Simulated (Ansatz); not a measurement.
```yaml
crystal:
  periodic: [false, false, false]
  atoms:
    - {symbol: Ge, position_ang: [0.000000, 0.000000, -2.114519]}
    - {symbol: Al, position_ang: [0.000000, 0.000000, 0.265528]}
    - {symbol: O, position_ang: [0.000000, 0.000000, 1.848991]}
basis:
  gaussian: {orbitals: def2-TZVP}
magnetization: {spin_polarized: true, initial_magnetization: 3}
hamiltonian: {xc: pbe0}
relax: {f_tol: 0.004, max_steps: 80}
```

```sh
$ ansatz run in.yaml --threads 1 --pin off --events-out ev --progress --plain --max-ram 2176MiB
```

Steps of the relaxation (energy above the last step; positions in Å, forces in eV/Å):

```
3
step 1, 19.1 meV
Ge    0.000    0.000   -2.115    0.000    0.000   -0.261
Al    0.000    0.000    0.266    0.000    0.000   -0.858
O     0.000    0.000    1.849    0.000    0.000    1.119
```

```
3
step 2, 4.5 meV
Ge    0.000    0.000   -2.136    0.000    0.000   -0.050
Al    0.000    0.000    0.270    0.000    0.000   -0.542
O     0.000    0.000    1.866    0.000    0.000    0.592
```

```
3
step 3, 0.0 meV
Ge    0.000    0.000   -2.145    0.000    0.000   -0.002
Al    0.000    0.000    0.268    0.000    0.000   -0.031
O     0.000    0.000    1.878    0.000    0.000    0.033
```

```
3
step 4, 0.0 meV
Ge    0.000    0.000   -2.146    0.000    0.000    0.000
Al    0.000    0.000    0.267    0.000    0.000   -0.001
O     0.000    0.000    1.878    0.000    0.000    0.001
```

Close pairs at the end: Al2–O3 1.611 Å, Ge1–Al2 2.413 Å.

A stationary point of unrestricted PBE0 after 4 steps, with ⟨S²⟩ = 3.770 against 3.75 for a pure state; no frequencies were run, so it isn't proven a minimum. 30 s on 1 thread of Arm Neoverse V2, shared host.
